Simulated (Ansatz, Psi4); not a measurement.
# Heat of formation of CH2N (SMILES C=[N]) from total energies

CH2N: 4 atoms, total charge 0, spin state doublet. SMILES: `C=[N]`. Geometry: relaxed at PBE0-D4/def2-TZVP.

Total energies at UCAM-B3LYP/def2-TZVPP (Psi4 1.11); the atoms run unrestricted:

| species | state | energy (Eh) |
| --- | --- | --- |
| CH2N | doublet | -93.972434 |
| C | triplet | -37.837018 |
| N | quartet | -54.582633 |
| H | doublet | -0.498811 |

Harmonic wavenumbers at UPBE0-D4/def2-TZVP, in cm⁻¹: 929, 998, 1372, 1746, 2990, 3052.

Measured heats of formation of the gaseous atoms at 298.15 K, in kJ/mol: C 716.9, N 472.4, H 218.0. Take 1 Eh = 2625.50 kJ/mol, 1 cm⁻¹ = 0.0119627 kJ/mol, RT = 2.479 kJ/mol.

**Question.** What heat of formation follows?

**Answer.** 
1. Electronic atomisation energy: (-37.837018) + (-54.582633) + 2 × (-0.498811) − (-93.972434) = 0.555161 Eh = 1457.6 kJ/mol.
2. Zero-point energy: half the sum of the wavenumbers, 5543.5 cm⁻¹ = 66.3 kJ/mol.
3. Thermal vibrational enthalpy, Σ hcν̃/(exp(hcν̃/kT) − 1): 0.3 kJ/mol. Translation, rotation and pV of a non-linear molecule: 4 RT = 9.9 kJ/mol.
4. The 4 free atoms carry 5/2 RT each: 24.8 kJ/mol.
5. Atomisation enthalpy at 298 K: 1457.6 − 66.3 − 0.3 − 9.9 + 24.8 = 1405.9 kJ/mol.
6. Sum of the atoms' heats of formation: 1625.3 kJ/mol. Heat of formation: 1625.3 − 1405.9 = +219.4 kJ/mol.

The tabulated value is +238.6 kJ/mol (Active Thermochemical Tables), so this level is off by -19.2 kJ/mol, or 1.4 % of the atomisation enthalpy that the table implies (1386.7 kJ/mol). Anharmonicity and any spin-orbit splitting of the molecule are left out.
